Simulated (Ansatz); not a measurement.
# Isomers

Structures of Si2NH6 (charge -1), singlet, relaxed at PBE0-D4/def2-TZVPD (vibrations not checked; lower isomers may exist, and structures with a doubtful reference or unclear bonds are left out). Computed with Ansatz 0.2.0 (basis: def2-TZVPPD); correlated methods freeze the cores. B3LYP uses VWN-RPA correlation.

Q: Rank them by CCSD(T) energy, lowest first, and give each one's height above the lowest. Links in brackets join atoms within 1.22 times the sum of their covalent radii (1.1 for two metals). (An estimate is asked for; the value comes from the calculation.)
A.
Si₂NH₆ ([SiH3][N][SiH3]), total charge -1
```
9
angstrom
Si -0.6771 1.0518 -0.9099
N 0.5432 0.1392 -0.2944
Si 0.8030 -1.0196 0.8416
H -1.8340 0.3151 -1.5671
H -0.2261 1.9951 -2.0029
H -1.4029 1.9823 0.0494
H 2.2462 -1.4650 0.9227
H 0.0606 -2.3364 0.6751
H 0.4871 -0.6623 2.2857
```
B.
Si₂NH₆ ([NH2][SiH2][SiH2]), total charge -1
```
9
angstrom
N 0.2168 -0.9601 1.0199
Si 0.3334 0.6080 0.1994
Si -1.1611 0.9738 -1.5648
H -2.3438 0.3975 -0.7687
H -0.7682 -0.3714 -2.2064
H 0.2523 1.6249 1.3151
H 1.7788 0.7758 -0.2366
H -0.2080 -1.6646 0.4329
H 1.0597 -1.3364 1.4331
```
C.
Si₂NH₆ ([NH][SiH2][H][SiH2]), total charge -1
```
9
angstrom
N -0.7763 0.7526 -1.5723
Si 0.2010 0.5618 -0.2811
Si 0.2582 -1.7336 1.7993
H -1.6958 1.1407 -1.3930
H -0.3716 -0.7511 0.6875
H 0.2455 1.5230 0.8780
H 1.5908 0.1646 -0.6247
H 1.0891 -2.4659 0.7443
H 1.3640 -0.7260 2.1195
```
D.
Si₂NH₆ ([SiH2][NH][SiH3]), total charge -1
```
9
angstrom
Si -1.2053 0.7566 -0.6944
N 0.3558 0.4847 -0.1106
Si 0.8499 -0.9580 0.9146
H -1.7528 -0.3027 -1.6080
H -1.2760 2.0361 -1.4958
H 1.1146 1.0157 -0.5017
H -2.2238 0.8895 0.3944
H -0.0229 -2.0304 0.2169
H -0.1763 -0.7699 2.0543
```

A: The calculation gives: A (0.0 kJ/mol), D (70.7 kJ/mol), B (78.7 kJ/mol), C (218.9 kJ/mol). Heights count from the lowest.

Q: Do PBE-D4, r2SCAN-D4, PBE0-D4, B3LYP-D4, wB97M-V, HF, MP2 give the same order? (Judge from chemistry; the calculation decides.)

A: Computed: Lowest first: PBE-D4 A < B < D < C; r2SCAN-D4 A < B < D < C; PBE0-D4 A < B < D < C. The others agree with CCSD(T).

T1 diagnostic: at most 0.018.

For scale, one of the runs: CCSD(T)/def2-TZVPPD, 235 basis functions, launched by `ansatz run in.yaml --threads 2 --pin off --events-out ev --progress --plain --max-ram 4352MiB`. The run took 100 s on 2 CPU threads of an Arm Neoverse V1 (shared host), with 3.9 GiB of host memory at its peak.
